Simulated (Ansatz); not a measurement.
in.yaml

```yaml
crystal:
  periodic: [false, false, false]
  atoms:
    - {symbol: C, position_ang: [-0.128658, 1.202292, 0.703925]}
    - {symbol: P, position_ang: [0.017018, -0.364809, 1.527579]}
    - {symbol: Ga, position_ang: [0.007389, -0.075306, -0.810008]}
    - {symbol: H, position_ang: [0.499012, 2.093070, 0.701104]}
basis:
  gaussian: {orbitals: STO-3G, point_charges: [{charge: 1.00, position_ang: [4.987, 0.401, -0.395]}]}
magnetization: {spin_polarized: false, initial_magnetization: 5}
correlation: {method: fic_mrcisd_q_relaxed, electrons: valence, active_space: {window: {electrons: 7, orbitals: 8}}}
```

```sh
$ ansatz run in.yaml --threads 1 --pin off --events-out ev --progress --plain --max-ram 2393MiB
```

The program prints:

```
355 factors; integrals over basis functions are off by at most 6.8e-5 eV
mean field evaluation 1: about -61911.3860 eV, gradient 4.8e1 eV
mean field evaluation 2: about -61911.4381 eV, gradient 4.8e1 eV
mean field evaluation 4: about -61919.3922 eV, gradient 2.5e1 eV
mean field evaluation 8: about -61925.3255 eV, gradient 5.7e0 eV
mean field evaluation 16: about -61925.8462 eV, gradient 1.1e0 eV
mean field evaluation 32: about -61925.9218 eV, gradient 1.5e-2 eV
mean field evaluation 64: about -61925.9235 eV, gradient 2.8e-3 eV
mean field evaluation 96: about -61925.9235 eV, gradient 1.7e-2 eV
mean field evaluation 128: about -61925.9191 eV, gradient 4.8e-2 eV
mean field evaluation 160: about -61925.5722 eV, gradient 7.2e-1 eV
...
mean field -61925.92347816 eV, -2275.7357129238 hartree, gradient 4.2e-6 eV, S^2 8.750000; 13 other end points of the search recorded, 0 dependent functions left out
reference -61925.92347816 eV, -2275.7357129238 hartree; 29, 24 occupied and 4, 9 virtual orbitals, 355 factors
state -61926.55509394 eV, -2275.7589243758 hartree
...
state -61926.55509394 eV, -2275.7589243758 hartree; corrected -61929.12178687 eV, -2275.8532486011 hartree
state -61926.54801498 eV, -2275.7586642287 hartree
...
contracted CI cycle  10: correlation -2.25079373 eV, -0.0827151440 hartree, residual 3.86e-2 eV
contracted CI cycle  11: correlation -2.25085186 eV, -0.0827172801 hartree, residual 2.46e-2 eV
contracted CI cycle  12: correlation -2.25087796 eV, -0.0827182394 hartree, residual 1.81e-2 eV
contracted CI cycle  13: correlation -2.25089450 eV, -0.0827188471 hartree, residual 1.46e-2 eV
contracted CI cycle  14: correlation -2.25090481 eV, -0.0827192259 hartree, residual 1.07e-2 eV
contracted CI cycle  15: correlation -2.25090977 eV, -0.0827194085 hartree, residual 7.24e-3 eV
contracted CI cycle  16: correlation -2.25091208 eV, -0.0827194933 hartree, residual 5.00e-3 eV
contracted CI cycle  17: correlation -2.25091329 eV, -0.0827195376 hartree, residual 3.78e-3 eV
contracted CI cycle  18: correlation -2.25091394 eV, -0.0827195615 hartree, residual 2.64e-3 eV
contracted CI cycle  19: correlation -2.25091423 eV, -0.0827195722 hartree, residual 1.61e-3 eV
state -61926.54801498 eV, -2275.7586642287 hartree; corrected -61928.99760195 eV, -2275.8486848895 hartree
state -61926.55509394 eV, -2275.7589243758 hartree; corrected -61929.12178687 eV, -2275.8532486011 hartree
the orbitals are reached from a further start. From the first start the search ends at -61926.54781574 eV, -2275.7586569068 hartree
Total energy: -61929.12178687 eV, -2275.8532486011 hartree
```

Ran on 1 thread of Intel Xeon Platinum 8259CL, shared host: 24 s wall, 0.28 GiB peak host memory.
